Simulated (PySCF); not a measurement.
Excited states between 380 and 750 nm. Vertical TDDFT excitations of isolated species (PySCF; the level stands beside each; core orbitals frozen in the response), one conformer each, no solvent.

1. `C#C[C@@H]1CC[S@@]1=O`
2. `C(c1pc(C)cpc1)=O`
3. `p1cpcpc1C#C`
4. `C=CC=C=O`
5. `c1ccoc1`
6. `Cc1pcpcc1C=O`
7. `c1ccc(OC)s1`
8. `c1ccc(o1)/P=P/C=C`

Task: For which of them does the calculation put a singlet between 380 and 750 nm?

Result: 2 and 8.

1. (B3LYP/def2-SVPD on a GFN2-xTB geometry) 257 nm (f 0.041); 230 nm (f 0.005); 217 nm (f 0.032); 214 nm (f 0.017); 206 nm (f 0.012).
2. (B3LYP/def2-SVPD on a GFN2-xTB geometry) 386 nm (f 0.000); 334 nm (f 0.050); 312 nm (f 0.001); 302 nm (f 0.008); 289 nm (f 0.075). S1 lies in the visible range (380 to 750 nm), at 386 nm, dark in the vertical dipole picture (f under 0.0005); light of that wavelength is violet, and its complementary colour is yellow-green; a Tamm–Dancoff triplet lies at 500 nm, without intensity as long as spin–orbit coupling is left out.
3. (CAM-B3LYP/def2-SVPD on a GFN2-xTB geometry) 347 nm (f 0.004); 334 nm (f 0.000); 327 nm (f 0.024); 321 nm (f 0.197); 311 nm (f 0.002). No computed singlet lies in the visible range (380 to 750 nm); the lowest, at 347 nm, stands 0.31 eV above its violet end (3.26 eV); a Tamm–Dancoff triplet lies at 535 nm, without intensity as long as spin–orbit coupling is left out.
4. (CAM-B3LYP/def2-SVPD on a GFN2-xTB geometry) 367 nm (f 0.000); 210 nm (f 0.001); 207 nm (f 0.562); 187 nm (f 0.001); 182 nm (f 0.032). No computed singlet lies in the visible range (380 to 750 nm); the lowest, at 367 nm, stands 0.11 eV above its violet end (3.26 eV); a Tamm–Dancoff triplet lies at 405 nm, without intensity as long as spin–orbit coupling is left out.
5. (PBE0/def2-SVPD on a GFN2-xTB geometry) 196 nm (f 0.176); 191 nm (f 0.000); 179 nm (f 0.000); 171 nm (f 0.045); 167 nm (f 0.000).
6. (PBE0/def2-SVPD on a GFN2-xTB geometry) 373 nm (f 0.000); 339 nm (f 0.000); 330 nm (f 0.039); 302 nm (f 0.014); 291 nm (f 0.000). No computed singlet lies in the visible range (380 to 750 nm); the lowest, at 373 nm, stands 0.06 eV above its violet end (3.26 eV); a Tamm–Dancoff triplet lies at 446 nm, without intensity as long as spin–orbit coupling is left out.
7. (PBE0/def2-SVPD on a GFN2-xTB geometry) 238 nm (f 0.001); 231 nm (f 0.119); 216 nm (f 0.004); 204 nm (f 0.020); 200 nm (f 0.000).
8. (PBE0/def2-SVPD on a GFN2-xTB geometry) 411 nm (f 0.363); 394 nm (f 0.000); 277 nm (f 0.013); 251 nm (f 0.009); 244 nm (f 0.005). 2 computed singlets (S1 to S2) lie in the visible range (380 to 750 nm), the largest f among them at 411 nm, f = 0.363; light of that wavelength is violet, and its complementary colour is yellow-green; a Tamm–Dancoff triplet lies at 517 nm, without intensity as long as spin–orbit coupling is left out.
